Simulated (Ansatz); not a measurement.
Z-matrix (Å, degrees):
```
Si
N 1 1.753
H 1 1.491 2 110.8
H 1 1.481 2 109.3 3 120.7
H 1 1.491 2 109.1 3 -119.5
H 2 1.023 1 111.9 3 55.0
```

The species carries charge 0 and has multiplicity 2.

(1) List the CAM-B3LYP/def2-TZVPP orbital energies in eV (Ansatz). (Estimate.)

Answers

(1) Ansatz gave: α occupied: -1801.25, -392.22, -145.81, -101.14, -101.13, -101.11, -25.21, -16.85, -13.71, -12.27, -11.56, -10.16, -10.01. α empty: 1.09, 2.48, 2.67, 2.86, 3.24, 5.35, 5.50, 7.19. β occupied: -1801.25, -391.72, -145.81, -101.15, -101.14, -101.12, -23.77, -16.68, -13.27, -11.47, -11.45, -9.48. β empty: -2.30, 1.18, 2.52, 2.91, 2.95, 3.32, 5.37, 5.50. ⟨S²⟩ = 0.754.
